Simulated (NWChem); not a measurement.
The numbers come from NWChem runs, not from measurements. System: nitric oxide (NO), charge 0, spin multiplicity 2, at a geometry optimised with UPBE0/def2-SVP. Its SCF solution wasn't tested for a lower state. Level: UHF/def2-TZVP.

Input file:

```
start mol
memory heap 200 mb stack 800 mb global 1000 mb
geometry units angstroms nocenter noautoz
  N      0.000000     0.000000     0.609265
  O      0.000000     0.000000    -0.533107
  symmetry group C2v
end
basis spherical
  * library def2-tzvp
end
scf
  uhf
  nopen 1
  maxiter 100
  thresh 1e-7
  semidirect memsize 60000000 filesize 0
  # guess.movecs holds the orbitals of an unrestricted PBE0 run
  vectors input guess.movecs output mol.movecs
end
task scf energy
```

Part of the output:

```
             Northwest Computational Chemistry Package (NWChem) 7.3.0
             --------------------------------------------------------

                                NWChem Input Module
                                -------------------

 Scaling coordinates for geometry "geometry" by  1.889725989
 (inverse scale =  0.529177249)

 Turning off AUTOSYM since
 SYMMETRY directive was detected!

                             Geometry "geometry" -> ""
                             -------------------------

 Output coordinates in angstroms (scale by  1.889725989 to convert to a.u.)

  No.       Tag          Charge          X              Y              Z
 ---- ---------------- ---------- -------------- -------------- --------------
    1 N                    7.0000     0.00000000     0.00000000     0.60926500
    2 O                    8.0000     0.00000000     0.00000000    -0.53310700

 Effective nuclear repulsion energy (a.u.)      25.9406970269

            Nuclear Dipole moment (a.u.)
            ----------------------------
        X                 Y               Z
 ---------------- ---------------- ----------------
     0.0000000000     0.0000000000    -0.0000018897

      Symmetry information
      --------------------

 Group name             C2v
 Group number             16
 Group order               4
 No. of unique centers     2

      Symmetry unique atoms

     1    2


 Summary of "ao basis" -> "" (spherical)
 ------------------------------------------------------------------------------
       Tag                 Description            Shells   Functions and Types
 ---------------- ------------------------------  ------  ---------------------
 *                         def2-tzvp                  on all atoms

 Summary of "ao basis" -> "ao basis" (spherical)
 ------------------------------------------------------------------------------
       Tag                 Description            Shells   Functions and Types
 ---------------- ------------------------------  ------  ---------------------
 N                         def2-tzvp                11       31   5s3p2d1f
 O                         def2-tzvp                11       31   5s3p2d1f

                                 NWChem SCF Module
                                 -----------------

  ao basis        = "ao basis"
  functions       =    62
  atoms           =     2
  alpha electrons =     8
  beta  electrons =     7
  charge          =   0.00
  wavefunction    = UHF
  use symmetry    = T
  symmetry adapt  = T

 Summary of "ao basis" -> "ao basis" (spherical)
 ------------------------------------------------------------------------------
       Tag                 Description            Shells   Functions and Types
 ---------------- ------------------------------  ------  ---------------------
 N                         def2-tzvp                11       31   5s3p2d1f
 O                         def2-tzvp                11       31   5s3p2d1f

      Symmetry analysis of basis
      --------------------------

        a1         28
        a2          6
        b1         14
        b2         14

 Forming initial guess at       0.1s

   Symmetry analysis of molecular orbitals - initial alpha
   -------------------------------------------------------

  Numbering of irreducible representations:

     1 a1          2 a2          3 b1          4 b2

  Orbital symmetries:

     1 a1          2 a1          3 a1          4 a1          5 b1
     6 b2          7 a1          8 b1          9 b2         10 a1
[...]
              MO Center=  3.0D-15,  4.9D-16,  1.4D+00, r^2= 2.3D+00
   Bfn.  Coefficient  Atom+Function         Bfn.  Coefficient  Atom+Function
  ----- ------------  ---------------      ----- ------------  ---------------
     4      1.978627  1 N  s                 14     -1.157084  1 N  pz
    36     -0.989323  2 O  s                  5     -0.855227  1 N  s
    45     -0.502362  2 O  pz                42     -0.256231  2 O  pz
    35     -0.207377  2 O  s

                     UHF Final Beta Molecular Orbital Analysis
                     -----------------------------------------

 Vector    5  Occ=1.000000D+00  E=-6.618453D-01  Symmetry=b2
              MO Center= -1.7D-16,  7.1D-17, -2.2D-01, r^2= 7.8D-01
   Bfn.  Coefficient  Atom+Function         Bfn.  Coefficient  Atom+Function
  ----- ------------  ---------------      ----- ------------  ---------------
    38      0.391465  2 O  py                41      0.357289  2 O  py
     7      0.209390  1 N  py                10      0.194603  1 N  py
    44      0.179754  2 O  py

 Vector    6  Occ=1.000000D+00  E=-6.546553D-01  Symmetry=a1
              MO Center=  1.2D-17,  9.3D-18,  5.4D-01, r^2= 1.1D+00
   Bfn.  Coefficient  Atom+Function         Bfn.  Coefficient  Atom+Function
  ----- ------------  ---------------      ----- ------------  ---------------
     8      0.336884  1 N  pz                 4      0.316209  1 N  s
     5      0.284898  1 N  s                 39     -0.272652  2 O  pz
    11      0.246150  1 N  pz                42     -0.239424  2 O  pz
     3      0.178063  1 N  s

 Vector    7  Occ=1.000000D+00  E=-6.160610D-01  Symmetry=b1
              MO Center= -9.2D-16, -1.4D-16, -2.2D-01, r^2= 8.0D-01
   Bfn.  Coefficient  Atom+Function         Bfn.  Coefficient  Atom+Function
  ----- ------------  ---------------      ----- ------------  ---------------
    37      0.387126  2 O  px                40      0.352923  2 O  px
     6      0.202785  1 N  px                43      0.195305  2 O  px
     9      0.185497  1 N  px

 Vector    8  Occ=0.000000D+00  E= 1.110704D-01  Symmetry=b2
              MO Center= -1.4D-16, -6.1D-15,  3.9D-01, r^2= 1.5D+00
   Bfn.  Coefficient  Atom+Function         Bfn.  Coefficient  Atom+Function
  ----- ------------  ---------------      ----- ------------  ---------------
    13      0.683948  1 N  py                44     -0.465653  2 O  py
     7      0.334605  1 N  py                10      0.297566  1 N  py
    38     -0.270482  2 O  py                41     -0.242651  2 O  py

 Vector    9  Occ=0.000000D+00  E= 1.554565D-01  Symmetry=b1
              MO Center=  2.8D-15, -1.2D-16,  4.1D-01, r^2= 1.7D+00
   Bfn.  Coefficient  Atom+Function         Bfn.  Coefficient  Atom+Function
  ----- ------------  ---------------      ----- ------------  ---------------
    12      0.762774  1 N  px                43     -0.506838  2 O  px
     6      0.318698  1 N  px                37     -0.261571  2 O  px
     9      0.259187  1 N  px                40     -0.229050  2 O  px

 Vector   10  Occ=0.000000D+00  E= 3.109458D-01  Symmetry=a1
              MO Center= -3.4D-16,  8.6D-16, -8.4D-03, r^2= 3.7D+00
   Bfn.  Coefficient  Atom+Function         Bfn.  Coefficient  Atom+Function
  ----- ------------  ---------------      ----- ------------  ---------------
     5      4.236077  1 N  s                 36     -3.900916  2 O  s
    14     -2.412234  1 N  pz                45     -1.708300  2 O  pz
    11     -0.380823  1 N  pz                 4     -0.217661  1 N  s
    35     -0.212613  2 O  s                 22      0.189179  1 N  d  0

 center of mass
 --------------
 x =   0.00000000 y =   0.00000000 z =   0.00028864

 moments of inertia (a.u.)
 ------------------
          34.795719446386           0.000000000000           0.000000000000
           0.000000000000          34.795719446386           0.000000000000
           0.000000000000           0.000000000000           0.000000000000

  Mulliken analysis of the total density
  --------------------------------------

    Atom       Charge   Shell Charges
 -----------   ------   -------------------------------------------------------
    1 N    7     6.80   0.82  1.15  0.63  0.85  0.36  1.30  1.24  0.35  0.02  0.07  0.01
    2 O    8     8.20   0.79  1.18  0.60  1.00  0.31  1.80  1.87  0.59  0.01  0.05  0.00

  Mulliken analysis of the alpha density
  --------------------------------------

    Atom       Charge   Shell Charges
 -----------   ------   -------------------------------------------------------
    1 N    7     3.85   0.41  0.58  0.33  0.43  0.17  0.85  0.81  0.22  0.01  0.03  0.00
    2 O    8     4.15   0.40  0.59  0.30  0.50  0.15  0.95  0.95  0.27  0.00  0.03  0.00

   Mulliken analysis of the beta density
   -------------------------------------

    Atom       Charge   Shell Charges
 -----------   ------   -------------------------------------------------------
    1 N    7     2.95   0.41  0.58  0.30  0.42  0.19  0.45  0.43  0.13  0.01  0.04  0.01
    2 O    8     4.05   0.40  0.59  0.29  0.50  0.16  0.85  0.92  0.32  0.00  0.02  0.00

   Mulliken analysis of the spin density
   -------------------------------------

    Atom       Charge   Shell Charges
 -----------   ------   -------------------------------------------------------
    1 N    7     0.90   0.00 -0.00  0.03  0.02 -0.02  0.41  0.37  0.10 -0.00 -0.00 -0.00
    2 O    8     0.10   0.00 -0.00  0.01  0.01 -0.01  0.10  0.03 -0.05  0.00  0.00  0.00

       Multipole analysis of the density wrt the origin
       ------------------------------------------------

     L   x y z        total         alpha         beta         nuclear
     -   - - -        -----         -----         ----         -------
     0   0 0 0     -0.000000     -8.000000     -7.000000     15.000000

     1   1 0 0     -0.000000     -0.000000      0.000000      0.000000
     1   0 1 0     -0.000000     -0.000000     -0.000000      0.000000
     1   0 0 1      0.090223     -0.390119      0.480344     -0.000002

     2   2 0 0     -7.908354     -4.527415     -3.380939      0.000000
     2   1 1 0      0.000000      0.000000      0.000000      0.000000
     2   1 0 1      0.000000      0.000000      0.000000      0.000000
     2   0 2 0     -7.159214     -3.742807     -3.416406      0.000000
     2   0 1 1     -0.000000     -0.000000     -0.000000      0.000000
     2   0 0 2     -8.386734    -13.855418    -11.929726     17.398409

 Task  times  cpu:        0.8s     wall:        0.8s

 Total times  cpu:        0.8s     wall:        0.8s
```
